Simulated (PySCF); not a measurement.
Species: cyanoformaldehyde, C2HNO.
Atom-mapped SMILES: `[N:1]#[C:2][CH:3]=[O:4]` (hydrogens: H5 on C3)

Computed by this run: BHandHLYP/6-31+G* geometry optimisation, gas phase in PySCF 2.14.0; density fitting, grid level 1; the optimiser is geomeTRIC in internal coordinates, started from a GFN2-xTB structure.

Geometry at step 0:
```
atom  x, y, z in Å
N1      1.9067   -0.2283    0.5698
C2      0.8192   -0.0685    0.2518
C3     -0.5572    0.0803   -0.1679
O4     -1.1953    1.0897   -0.1041
H5     -0.9648   -0.8704   -0.5668
```

Q: Give the atomic forces at this geometry.

A: 
```tsv
atom	Fx (eV/Å)	Fy (eV/Å)	Fz (eV/Å)
N1	0.365	-0.112	0.091
C2	0.261	0.442	0.206
C3	-0.952	-0.679	-0.511
O4	0.352	-0.158	0.082
H5	-0.026	0.507	0.132
```

The largest, 1.28 eV/Å, acts on C3; the rms over all components is 0.410 eV/Å. The forces sum to zero within rounding, as they must for an isolated molecule in no field.

Q: Give the force on C3 in Eh/bohr and in nN.

A: 1.276 eV/Å ÷ 51.422 = 0.02482 Eh/bohr, and 1.276 eV/Å × 1.602 = 2.04 nN.

Q: How far is this geometry from the end of the optimisation?

A: 0.026 eV above it, and 0.030 Å rms away after alignment. The bonds farthest from their final lengths, with half the difference of the two atoms' forces along the bond (positive lengthens):

| bond | now (Å) | final (Å) | force along bond (eV/Å) |
| --- | --- | --- | --- |
| C2–C3 | 1.447 | 1.468 | +0.62 |
| C3–H5 | 1.109 | 1.092 | -0.79 |
| C3=O4 | 1.196 | 1.193 | -0.11 |
| N1≡C2 | 1.144 | 1.147 | +0.07 |

The angle farthest from its final value is C2–C3–H5, 111.5° against 114.7°.

Of the 2 listed bonds off by 0.010 Å or more, this force points towards the final length in 2.

What follows is the cost of the whole optimisation. The run took 8.9 s wall on Arm Neoverse V1, one thread, shared host, and the process peaked at 0.33 GiB of memory.
